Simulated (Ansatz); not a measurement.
**CH₄ (triplet): the correlation ladder at distance H1–H2 along a hydrogen transfer = 0.912 Å, cc-pVDZ**

Aim: climb from Hartree-Fock through coupled cluster and multireference methods for CH₄ (triplet) at one geometry and basis, and see what each rung misses.

Computed with Ansatz 0.2.0, Gaussian basis. Level: cc-pVDZ, core rule «outside noble gas», up to 1 orbitals frozen.

To be run: UHF; CCSD(T) on ROHF; CCSD(T) on UHF; BCCD(T) on ROHF; CISD; CCSDT(Q) on ROHF; CCSDT(Q) on UHF; CISDTQ; CCSDTQ on ROHF; CCSDTQ on UHF; CASSCF and MRCISD+Q, 4 electrons in 4 orbitals; CASSCF and NEVPT2, 4 electrons in 4 orbitals; CASSCF and MRCISD+Q, 8 electrons in 8 orbitals; CASSCF and NEVPT2, 8 electrons in 8 orbitals; Full CI.

## Step 1: The geometry

The geometry derives from fragments relaxed apart (PBE0/def2-TZVP) and kept rigid, so it is no stationary point. A hydrogen atom is moved between rigid fragments.

5 atoms, charge 0, spin multiplicity 3.

Atoms are counted from 1 here; the program's logs count them from 0.

Bond lengths: H2–C3 1.216 Å, C3–H4 1.079 Å, C3–H5 1.079 Å. Angles: H2–C3–H4 112.6°, H2–C3–H5 112.6°, H4–C3–H5 134.8°.

## Step 2: UHF

Input file in.yaml:

```yaml
crystal:
  periodic: [false, false, false]
  atoms:
    - {symbol: H, position_ang: [-1.969980, 0.000000, 0.000000]}
    - {symbol: H, position_ang: [-1.057980, 0.000000, 0.000000]}
    - {symbol: C, position_ang: [0.158020, 0.000000, 0.000000]}
    - {symbol: H, position_ang: [0.572488, 0.000000, 0.996161]}
    - {symbol: H, position_ang: [0.572488, 0.000000, -0.996161]}
basis:
  gaussian: {orbitals: cc-pVDZ}
magnetization: {spin_polarized: true, initial_magnetization: 2}
hamiltonian: {xc: hf}
output: {orbitals: {seedname: orbitals}}
```

Command:

```bash
ansatz run in.yaml --threads 1 --pin off --events-out ev --progress --plain --max-ram 2764MiB --backend cpu
```

Further steps of the session: CCSD(T) on ROHF; CCSD(T) on UHF; BCCD(T) on ROHF; CISD; CCSDT(Q) on ROHF; CCSDT(Q) on UHF; CISDTQ; CCSDTQ on ROHF; CCSDTQ on UHF; CASSCF and MRCISD+Q, 4 electrons in 4 orbitals; CASSCF and NEVPT2, 4 electrons in 4 orbitals; CASSCF and MRCISD+Q, 8 electrons in 8 orbitals; CASSCF and NEVPT2, 8 electrons in 8 orbitals; Full CI.

Before running them: what should the planned runs give, taken together? Wanted: FCI below the RHF energy; RMP2 from FCI; UMP2 from FCI; RCCSD from FCI; RCCSD(T) from FCI; UCCSD(T) from FCI; RCCSDT(Q) from FCI; UCCSDT(Q) from FCI; NEVPT2 pair from FCI.

As calculated:

| quantity | value |
| --- | --- |
| FCI below the RHF energy | -4.8392 eV |
| RMP2 from FCI | +795.0 meV |
| UMP2 from FCI | +836.6 meV |
| RCCSD from FCI | +107.2 meV |
| RCCSD(T) from FCI | +17.9 meV |
| UCCSD(T) from FCI | +17.8 meV |
| RCCSDT(Q) from FCI | +0.3 meV |
| UCCSDT(Q) from FCI | -0.3 meV |
| NEVPT2 pair from FCI | +781.3 meV |
| MRCISD+Q pair from FCI | +11.4 meV |
| NEVPT2 valence from FCI | +693.3 meV |
| levels within 1 kcal/mol (43 meV) | RCCSD(T), UCCSD(T), BCCD(T), RCCSDT, UCCSDT, CISDTQ, RCCSDT(Q), UCCSDT(Q), RCCSDTQ, UCCSDTQ, MRCISD+Q pair, MRCISD+Q valence |
| T1 diagnostic | 0.023 |
| effectively unpaired electrons | 2.03 |

RCCSD(T) lands +17.9 meV from the yardstick (0.4 % of the correlation energy). One determinant dominates. Of the multireference levels listed MRCISD+Q valence comes nearest in total energy (+10.2 meV), which doesn't show that its space is the better one. These misses are within one basis, not against nature; the frozen cores of restricted and unrestricted runs differ, which can shift their rows.
